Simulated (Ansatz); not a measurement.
**ZrTa: from a trial structure to a relaxed crystal**

Method: Ansatz 0.2.0, DFT PBE, scalar-relativistic, plane waves, PAW.

ZrTa was placed on the NaTl (B32) structure type (Fd-3m, No. 227), with Zr in place of Na, Ta in place of Tl, at a guessed volume.

Input of the last, converged step (default PAW datasets):

```yaml
crystal:
  lattice:
    - [0.0, 3.4212865014, 3.4212865014]
    - [3.4212865014, 0.0, 3.4212865014]
    - [3.4212865014, 3.4212865014, 0.0]
  atoms:
    - { symbol: Zr, position: [0.0, 0.0, 0.0] }
    - { symbol: Zr, position: [0.25, 0.25, 0.25] }
    - { symbol: Ta, position: [0.5, 0.5, 0.5] }
    - { symbol: Ta, position: [0.75, 0.75, 0.75] }
basis:
  ecutwfc: 420
kpoints:
  mp_grid: { grid: [12, 12, 12] }
hamiltonian:
  xc: pbe
scf:
  occupations: { method: gaussian, width: 0.1 }
output:
  forces: true
  stress: true
  eigenvalues: true
  write_density: true
  write_potential: true
  elf: true
  volumetric_format: npy
relax:
  adjacent_minimum: "off"
  f_tol: 0.01
  max_steps: 80
  cell: { stress_tol: 0.05 }
```

Launched as:

```bash
ansatz run input.yaml --threads 1 --pin off --max-ram 2560MiB --backend cpu --events-out ev --progress --plain --runs-dir out
```

The run took 71 s on 1 thread of AMD EPYC 7R43 64-Core Processor (Zen 3), on a shared host, peak memory 0.52 GiB.

End of the output:

```
SCF converged after 7 iterations
Free energy (F): -28231.670907 eV
Harris-Foulkes:  -28231.670907 eV  (|F-HF|=3.64e-12)
Internal energy: -28231.638528 eV  (E = F + TS)
E sigma→0 (E₀):  -28231.654717 eV
Entropy (-TS):   -0.032380 eV (-8.095 meV/atom)
Fermi energy:    16.209523 eV
--- Per-component energies (eV) ---
  E_band       = -401.575700
  E_kinetic    = 1398.805511
  E_local      = -2356.885273  (includes V_loc(G=0)·N_el)
  E_nonlocal   = 190.251466
  E_hartree    = 771.275310
  E_xc         = -760.124464
  E_vxc        = -789.893372  (∫ρ·V_xc dr)
  E_paw        = -22701.101535  (= ΣΔE_a)
  E_vpaw       = -386.405026  (= ΣTr[D̂ρ^β])
  E_aug_tail   = 0.000375  (compensation charges beyond the density's cutoff)
  E_ewald      = -4773.859916
  E_smearing   = -0.032380  (= −TS)
  E_closure    =  0.000000  (closes the sum)
  Σ components = -28231.670907   (vs F -28231.670907, Δ=0.00e0)
--- Forces (eV/Å), atoms counted from 1 ---
  atom   1  Zr     0.00000000     0.00000000     0.00000000
  atom   2  Zr     0.00000000     0.00000000     0.00000000
  atom   3  Ta     0.00000000     0.00000000     0.00000000
  atom   4  Ta     0.00000000     0.00000000     0.00000000
  max |Σ_I F_I| component: 2.54e-17 eV/Å
--- Stress (GPa, compression-positive) ---
       -0.036410       0.000000       0.000000
        0.000000      -0.036410       0.000000
        0.000000       0.000000      -0.036410
  P = ⅓ Tr σ = -0.0364 GPa (-0.364 kbar)
--- Relaxed structure (3 steps of the walk, 2 accepted, 1 SCFs on fresh bases) ---
  F+E_penalty+E_count = -28231.67090714 eV   max|allowed force component| = 2.949e-17 eV/Å   (the final SCF, on the basis selected at the relaxed cell)
  cell:  # Å, volume = 80.9202 Å³
    - [0.000000, 3.433014, 3.433014]
    - [3.433014, 0.000000, 3.433014]
    - [3.433014, 3.433014, 0.000000]
  atoms:
    - { symbol: Zr, position: [0.000000, 0.000000, 0.000000] }
    - { symbol: Zr, position: [0.25, 0.25, 0.25] }
    - { symbol: Ta, position: [0.5, 0.5, 0.5] }
    - { symbol: Ta, position: [0.750000, 0.750000, 0.750000] }
```

Absolute energies hang on the potentials; compare differences alone.

The result has space group Fd-3m (No. 227). Zr has 4 Ta at 2.97 Å, 4 Zr at 2.97 Å and 6 Ta at 3.43 Å; Ta is coordinated by 4 Zr at 2.97 Å, 4 Ta at 2.97 Å and 6 Zr at 3.43 Å.

Against the elements it lies at 0.13 eV/atom. The zero of energy is the elements' standard structures at the same level; no fitted shifts are applied.

For metals, differences of a few meV/atom aren't resolved. Spin–orbit coupling is left out.

Symmetry constrained the relaxation, so the result can be a saddle point.